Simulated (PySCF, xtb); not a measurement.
methanidylidynesulfanium (CS), SMILES [C-]#[S+].

GFN2-xTB in xtb at its own geometry gives an orbital gap of 3.40 eV and a dipole moment of 1.50 D.

The structure is a stationary point at B3LYP-D3(BJ)/def2-TZVPD.

**Question.** What does PySCF with CAM-B3LYP/def2-TZVPD give? (An estimate is asked for; the answer gives what the named calculation found.)

**Answer.** gap 9.22 eV (levels -10.40 and -1.18 eV), dipole 1.98 D.
